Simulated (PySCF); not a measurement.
# P₂⁺: input and log

State: ²Σg⁺ (doublet), unpaired electrons σ ↑, a second solution, started from another occupation.

An equivalent input (the run itself took its basis sets from the Basis Set Exchange, started from a PBE0 density and held the occupation σ 9α 8β, πx 3α 3β, πy 3α 3β):

```python
from pyscf import gto, dft
mol = gto.M(atom='P 0 0 0; P 0 0 1.982', basis={'P': 'def2-SVP'},
            charge=1, spin=1, verbose=4, symmetry='C2v')
mf = dft.UKS(mol, xc='PBE0')
mf.grids.atom_grid = (80, 434)
mf.grids.prune = dft.gen_grid.treutler_prune
mf.irrep_nelec = {'A1': (9, 8), 'B1': (3, 3), 'B2': (3, 3)}
mf.conv_tol = 1e-9
mf.max_cycle = 60
mf.diis_space = 10
mf.kernel()
```

The log (some set-up lines and the per-cycle HOMO/LUMO lines removed):

```
******** <class 'pyscf.dft.uks_symm.SymAdaptedUKS'> ********
method = SymAdaptedUKS
damping factor = 0
level_shift factor = 0
DIIS = <class 'pyscf.scf.diis.CDIIS'>
diis_start_cycle = 1
diis_space = 10
diis_damp = 0
SCF conv_tol = 1e-09
SCF conv_tol_grad = None
SCF max_cycles = 60
number electrons alpha = 15  beta = 14
Set gradient conv threshold to 3.16228e-05
init E= -681.752325227105
cycle= 1 E= -681.810751215043  delta_E= -0.0584  |g|= 0.0212  |ddm|= 0.0731
cycle= 2 E= -681.810941636105  delta_E= -0.00019  |g|= 0.0158  |ddm|= 0.0521
cycle= 3 E= -681.811130955742  delta_E= -0.000189  |g|= 0.00205  |ddm|= 0.0207
cycle= 4 E= -681.811122562011  delta_E= 8.39e-06  |g|= 0.00385  |ddm|= 0.00623
cycle= 5 E= -681.811134407558  delta_E= -1.18e-05  |g|= 0.000131  |ddm|= 0.00414
cycle= 6 E= -681.811134427213  delta_E= -1.97e-08  |g|= 3.07e-05  |ddm|= 0.00026
cycle= 7 E= -681.811134429462  delta_E= -2.25e-09  |g|= 4.03e-06  |ddm|= 0.000113
cycle= 8 E= -681.811134429577  delta_E= -1.15e-10  |g|= 2.95e-06  |ddm|= 2.12e-05
Extra cycle  E= -681.81113442965  delta_E= -7.29e-11  |g|= 2.81e-06  |ddm|= 1.47e-05
converged SCF energy = -681.81113442965  <S^2> = 0.75924276  2S+1 = 2.0092215
```

Repeating this along the bond gives Re = 1.887 Å and ωe = 802 cm⁻¹.

A point of this curve took 0.37 CPU seconds beside 0.023 for the integrals, on Arm Neoverse V2 (shared host).
